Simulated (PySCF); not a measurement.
Species: epichlorohydrin, C3H5ClO.
Z-matrix (Å and degrees, GFN2-xTB geometry), rows numbered from 1:
```
Cl
C   1  1.7837
C   2  1.5064  1  109.54
C   3  1.4650  2  120.61  1   -85.79
O   3  1.3943  2  116.82  1  -153.39
H   2  1.0900  1  107.91  3  -120.61
H   2  1.0898  1  107.30  3   120.90
H   3  1.0874  2  115.03  1    66.55
H   4  1.0837  3  119.54  5  -103.78
H   4  1.0838  3  119.29  5   103.78
```

A PySCF run (density fitting, gas phase, GFN2-xTB geometry) gave HOMO -8.15 eV, LUMO 0.68 eV, dipole 0.42 D and E = -652.293 Eh.

Question: Which of these levels was it?
A. PBE0/def2-SVPD
B. PBE0/pcSseg-1
C. OLYP/cc-pVDZ

Answer: B. It is PBE0/pcSseg-1. All candidates on this geometry:

| level and settings | kind | basis functions | SCF cycles | E (Eh) | HOMO (eV) | LUMO (eV) | dipole (D) |
| --- | --- | --- | --- | --- | --- | --- | --- |
| OLYP/cc-pVDZ | GGA | 99 | 14 | -652.6730 | -6.15 | -0.03 | 0.45 |
| PBE0/def2-SVPD | global hybrid | 150 | 14 | -652.0686 | -8.27 | 0.30 | 0.40 |
| PBE0/pcSseg-1 | global hybrid | 117 | 12 | -652.2929 | -8.15 | 0.68 | 0.42 |

The nearest other candidate, by the summed differences of HOMO and LUMO, is PBE0/def2-SVPD: its HOMO differs by -0.12 eV and its LUMO by -0.38 eV. Cycle counts include a coarse-grid stage where the run had one.
